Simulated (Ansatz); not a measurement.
## HfO2 (P2₁/c, No. 14)

The numbers are results of PBE (plane waves, PAW; Ansatz, a first-principles code), not measurements.

Numerical settings: plane-wave cutoff 500 eV, 8×8×8 k mesh, Fermi–Dirac smearing 0.05 eV, scalar-relativistic PAW data made under PBE.

Cell (relaxed at this level):

```xyz
12
Lattice="5.1615 0.0000 -0.0053 0.0000 5.2114 0.0000 -0.8931 0.0000 5.2770" Properties=species:S:1:pos:R:3 pbc="T T T"
Hf     0.7907     2.3823     3.7366
Hf     3.4777     2.8292     1.5352
Hf     3.0312     4.9880     4.1737
Hf     1.2372     0.2235     1.0980
O      1.4463     3.8711     5.1515
O      2.8220     1.3403     0.1202
O      2.3755     1.2654     2.7587
O      1.8929     3.9460     2.5130
O      0.0348     1.7120     1.8390
O      4.2335     3.4994     3.4327
O      4.6801     4.3177     0.7942
O     -0.4117     0.8937     4.4776
```

For HfO2 (P2₁/c, No. 14), the band gap comes out as 4.04 eV (on the SCF k mesh).

Measured, for comparison: band gap 5.7 eV (temperature not stated, not corrected to a static lattice, our sources range from 5.70 to 5.84; as tabulated in Choudhary et al. (2018), arXiv:1804.01032).

Note: the relaxation could not lower the start's symmetry, so the cell can be a saddle point above a distorted one.

Spin–orbit coupling is not included.

The computed numbers hold no vibrational or temperature effects.
